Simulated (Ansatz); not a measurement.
Abridged output of a molecular run in Ansatz:

```
Functional definition: HF
692 factors; integrals over basis functions are off by at most 1.1e-3 eV
mean field evaluation 1: about -10645.3656 eV, gradient 3.0e1 eV
mean field evaluation 2: about -10645.3669 eV, gradient 3.0e1 eV
mean field evaluation 4: about -10647.4832 eV, gradient 2.9e0 eV
mean field evaluation 8: about -10647.5110 eV, gradient 2.8e-4 eV
mean field -10647.51100218 eV, -391.2888121880 hartree, gradient 2.1e-6 eV, S^2 0.000000; 0 other end points of the search recorded, 0 dependent functions left out
7 core orbitals not correlated: weight in the atoms' cores, before any rotation towards them, 1.000 or more for the frozen orbitals, at most 0.000 for the correlated occupied ones
reference -10647.51100218 eV, -391.2888121880 hartree; 9, 9 occupied and 55, 55 virtual orbitals, 692 factors
second order -10.08110110 eV of doubles, -0.00000000 eV of singles
cycle   1  -10.72566351 eV  change   -6.4e-1 eV  update   8.6e-2
cycle   2  -11.08182840 eV  change   -3.6e-1 eV  update   2.5e-2
cycle   3  -11.16779207 eV  change   -8.6e-2 eV  update   1.4e-2
cycle   4  -11.16108677 eV  change    6.7e-3 eV  update   3.8e-3
cycle   5  -11.16136725 eV  change   -2.8e-4 eV  update   1.4e-3
cycle   6  -11.16137680 eV  change   -9.5e-6 eV  update   3.8e-4
cycle   7  -11.16124967 eV  change    1.3e-4 eV  update   1.1e-4
cycle   8  -11.16126897 eV  change   -1.9e-5 eV  update   3.1e-5
cycle   9  -11.16127800 eV  change   -9.0e-6 eV  update   8.2e-6
perturbative correction -0.24963328 eV, -0.0091738537 hartree
Total energy: -10658.92191346 eV, -391.7081554427 hartree
```

Its atoms:

Cartesian coordinates in Å:
```
B 0.225 1.220 -0.952
O -0.560 0.453 -0.170
Si -0.252 -0.904 0.730
H 1.390 0.948 -1.086
H -0.273 2.164 -1.497
H 1.176 -1.291 0.601
H -1.128 -1.990 0.231
H -0.578 -0.598 2.143
```

Problem. Which basis set was used?
A. def2-QZVPP
B. cc-pV(Q+d)Z
C. def2-SVP
D. def2-TZVPP

Solution. C. It gives 71 functions.

Problem. Write the keys of the input that set method, charge and spin (a neutral closed shell needs none for the last two).

Solution. 
```yaml
correlation: {method: ccsd_t}
```
